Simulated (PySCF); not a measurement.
## Basis-set dependence of excited states

Species: CH3BO.
InChI=1S/CH3BO/c1-2-3/h1H3

TDDFT with PBE0 (PySCF), vertical singlets, core orbitals frozen in the response, spherical d and f functions. Geometry: PBE0-D3(BJ)/def2-SVP; no solvent, vibrations or thermal averaging.

| basis | functions | diffuse | S1 (eV) | S2 (eV) | S3 (eV) | S4 (eV) | S5 (eV) | LUMO (eV) | α (au) |
| --- | --- | --- | --- | --- | --- | --- | --- | --- | --- |
| 6-31G* | 48 | no | 8.37 | 8.65 | 8.65 | 10.18 | 10.18 | 1.40 | 22.1 |
| def2-SVP | 57 | no | 8.37 | 8.66 | 8.66 | 9.36 | 9.36 | 1.16 | 22.6 |
| 6-31+G* | 60 | yes | 8.30 | 8.30 | 8.32 | 8.57 | 8.57 | -0.27 | 25.1 |
| def2-SVPD | 87 | yes | 8.29 | 8.53 | 8.53 | 8.55 | 8.55 | -0.04 | 28.4 |
| aug-cc-pVDZ | 96 | yes | 8.24 | 8.26 | 8.26 | 8.49 | 8.49 | -0.38 | 28.6 |
| def2-TZVP | 111 | no | 8.27 | 8.51 | 8.51 | 8.72 | 8.72 | 0.35 | 26.9 |
| def2-TZVPD | 141 | yes | 8.24 | 8.31 | 8.31 | 8.47 | 8.47 | -0.23 | 28.8 |
| aug-cc-pVTZ | 207 | yes | 8.23 | 8.23 | 8.23 | 8.45 | 8.45 | -0.41 | 28.8 |

Q: Compare the sets with the largest diffuse one.

A: States are compared by their number. Against the largest diffuse basis here (aug-cc-pVTZ, itself not a converged limit), sets without diffuse functions differ by up to 0.14 eV in S1 and 1.73 eV in S5; the smaller diffuse sets differ by up to 0.08 and 0.12 eV. State by state, the largest deviation of a set without diffuse functions is S1 0.14, S2 0.43, S3 0.43, S4 1.73, S5 1.73 eV. The same number needn't mean the same state in each row. Against aug-cc-pVTZ the polarisability deviates by -23% in 6-31G*, -21% in def2-SVP, -13% in 6-31+G*, -2% in def2-SVPD, -1% in aug-cc-pVDZ, -7% in def2-TZVP, 0% in def2-TZVPD. A single + in a Pople set puts diffuse functions on heavy atoms only.
